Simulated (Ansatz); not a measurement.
```yaml
crystal:
  periodic: [false, false, false]
  atoms:
    - {symbol: N, position_ang: [0.000000, 0.000000, -1.283125]}
    - {symbol: O, position_ang: [0.000000, 0.000000, -0.100343]}
    - {symbol: P, position_ang: [0.000000, 0.000000, 1.383468]}
basis:
  gaussian: {orbitals: def2-TZVP}
hamiltonian: {xc: pbe0}
relax: {f_tol: 0.004, max_steps: 80}
```

```sh
$ ansatz run in.yaml --threads 1 --pin off --events-out ev --progress --plain --max-ram 2176MiB
```

Steps of the relaxation (energy above the last step; positions in Å, forces in eV/Å):

```
3
step 1, 154.7 meV
N     0.000    0.000   -1.283    0.000    0.000   -0.340
O     0.000    0.000   -0.100    0.000    0.000   -3.644
P     0.000    0.000    1.383    0.000    0.000    3.983
```

```
3
step 2, 56.2 meV
N     0.000    0.000   -1.296    0.000    0.000    0.133
O     0.000    0.000   -0.110    0.000    0.000   -2.331
P     0.000    0.000    1.406    0.000    0.000    2.198
```

```
3
step 3, 2.9 meV
N     0.000    0.000   -1.308    0.000    0.000    0.259
O     0.000    0.000   -0.125    0.000    0.000   -0.646
P     0.000    0.000    1.433    0.000    0.000    0.387
```

```
3
step 5, 0.0 meV
N     0.000    0.000   -1.309    0.000    0.000    0.002
O     0.000    0.000   -0.131    0.000    0.000   -0.001
P     0.000    0.000    1.439    0.000    0.000    0.000
```

Close pairs at the end: N1–O2 1.178 Å, O2–P3 1.570 Å.

A stationary point of restricted PBE0 after 5 steps (its stability towards spin polarisation wasn't tested); no frequencies were run, so it isn't proven a minimum. 11 s on 1 thread of Intel Xeon Platinum 8259CL, shared host.
